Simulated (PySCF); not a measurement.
## Running PySCF for CO

Input:

```python
from pyscf import gto, scf

mol = gto.M(
    atom='C 0 0 0; O 0 0 1.179',
    basis='6-311++g**',
    charge=0,
    spin=0,
    verbose=4,
)
mf = scf.RHF(mol)
field = 0.005  # electric field along z, atomic units
h = mf.get_hcore() + field*mol.intor('int1e_r')[2]
mf.get_hcore = lambda *args: h
e_nuc = mol.energy_nuc() - field*mol.atom_charges() @ mol.atom_coords()[:, 2]
mf.energy_nuc = lambda *args: e_nuc
mf.kernel()
mf.analyze()
print('orbital energies (hartree):', mf.mo_energy[..., max(0, mol.nelec[1]-3):mol.nelec[0]+3].round(4))
```

```bash
$ OMP_NUM_THREADS=1 python input.py
```

It prints (some set-up lines removed):

```
PySCF version 2.14.0

[INPUT] verbose = 4
[INPUT] num. atoms = 2
[INPUT] num. electrons = 14
[INPUT] charge = 0
[INPUT] spin (= nelec alpha-beta = 2S) = 0
[INPUT] symmetry False subgroup None
[INPUT] Mole.unit = angstrom
[INPUT] Symbol           X                Y                Z      unit          X                Y                Z       unit  Magmom
[INPUT]  1 C      0.000000000000   0.000000000000   0.000000000000 AA    0.000000000000   0.000000000000   0.000000000000 Bohr   0.0
[INPUT]  2 O      0.000000000000   0.000000000000   1.179000000000 AA    0.000000000000   0.000000000000   2.227987100862 Bohr   0.0

nuclear repulsion = 21.5441103682443
number of shells = 20
number of NR pGTOs = 70
number of NR cGTOs = 44
basis = 6-311++g**
ecp = {}

******** <class 'pyscf.scf.hf.RHF'> ********
method = RHF
initial guess = minao
damping factor = 0
level_shift factor = 0
DIIS = <class 'pyscf.scf.diis.CDIIS'>
diis_start_cycle = 1
diis_space = 8
diis_damp = 0
SCF conv_tol = 1e-09
SCF conv_tol_grad = None
SCF max_cycles = 50
direct_scf = True
direct_scf_tol = 1e-13
Set gradient conv threshold to 3.16228e-05
Initial guess from minao.
init E= -112.699105784137
  HOMO = -0.359588102144304  LUMO = 0.029518771068802  gap/eV = 10.58814
cycle= 1 E= -112.689522433591  delta_E= 0.00958  |g|= 0.544  |ddm|=  1.2
  HOMO = -0.574363899274094  LUMO = 0.0565223298468177  gap/eV = 17.16729
cycle= 2 E= -112.708248470435  delta_E= -0.0187  |g|= 0.521  |ddm|= 0.621
  HOMO = -0.570079570181033  LUMO = 0.0689747301669545  gap/eV = 17.38955
cycle= 3 E= -112.756968506101  delta_E= -0.0487  |g|= 0.0408  |ddm|= 0.263
  HOMO = -0.5579550482326  LUMO = 0.075725097030704  gap/eV = 17.24332
cycle= 4 E= -112.757386931584  delta_E= -0.000418  |g|= 0.00968  |ddm|= 0.0445
  HOMO = -0.560397852525405  LUMO = 0.0755219042043857  gap/eV = 17.30426
cycle= 5 E= -112.757421378979  delta_E= -3.44e-05  |g|= 0.00106  |ddm|= 0.0169
  HOMO = -0.560522105243777  LUMO = 0.075438140105215  gap/eV = 17.30536
cycle= 6 E= -112.757421733461  delta_E= -3.54e-07  |g|= 0.00013  |ddm|= 0.00184
  HOMO = -0.560546492225274  LUMO = 0.0754408991545811  gap/eV = 17.30610
cycle= 7 E= -112.757421741199  delta_E= -7.74e-09  |g|= 4.23e-05  |ddm|= 0.000202
  HOMO = -0.560539198165692  LUMO = 0.0754435274529317  gap/eV = 17.30597
cycle= 8 E= -112.757421741901  delta_E= -7.02e-10  |g|= 9.52e-06  |ddm|= 6.4e-05
  HOMO = -0.560538682729355  LUMO = 0.0754436074647944  gap/eV = 17.30596
Extra cycle  E= -112.757421741931  delta_E= -2.92e-11  |g|= 4.27e-06  |ddm|= 1.36e-05
converged SCF energy = -112.757421741931
**** SCF Summaries ****
Total Energy =                        -112.757421741930642
Nuclear Repulsion Energy =              21.454990884209789
One-electron Energy =                 -196.173054154399239
Two-electron Energy =                   61.960641528258812
Two-electron Coulomb Energy =           75.219766051794267
DFT Exchange-Correlation Energy =      -13.259124523535455
HOMO-LUMO gap [eV] =                    17.305959600356662
**** MO energy ****
MO #1   energy= -20.6677850972239  occ= 2
MO #2   energy= -11.3841927316282  occ= 2
MO #3   energy= -1.48797439869417  occ= 2
MO #4   energy= -0.796233106005044 occ= 2
MO #5   energy= -0.614583569243475 occ= 2
MO #6   energy= -0.614583569243455 occ= 2
MO #7   energy= -0.560538682729355 occ= 2
MO #8   energy= 0.0754436074647944 occ= 0
MO #9   energy= 0.0754436074648006 occ= 0
MO #10  energy= 0.0855188337980562 occ= 0
[34 lines left out]
 ** Mulliken pop on meta-lowdin orthogonal AOs  **
 ** Mulliken pop  **
pop of  0 C 1s            1.99999
pop of  0 C 2s            1.60936
pop of  0 C 3s            0.02457
pop of  0 C 4s            0.00060
pop of  0 C 5s            0.00060
pop of  0 C 2px           0.48632
pop of  0 C 2py           0.48632
pop of  0 C 2pz           1.09567
pop of  0 C 3px           0.00220
pop of  0 C 3py           0.00220
pop of  0 C 3pz           0.01510
pop of  0 C 4px           0.00010
[32 lines left out]
 ** Mulliken atomic charges  **
charge of    0C =      0.25294
charge of    1O =     -0.25294
Dipole moment(X, Y, Z, Debye):  0.00000,  0.00000, -0.37672
orbital energies (hartree): [-0.6146 -0.6146 -0.5605  0.0754  0.0754  0.0855]
```

In short: E(SCF) = -112.757422 Eh, 8 cycles, μz(SCF) = -0.38 D.

Run time: 0.68 s on 1 thread of Arm Neoverse V2 (shared host).

Stability towards an unrestricted solution was not tested. The bond length is a typed value, not an optimised one.
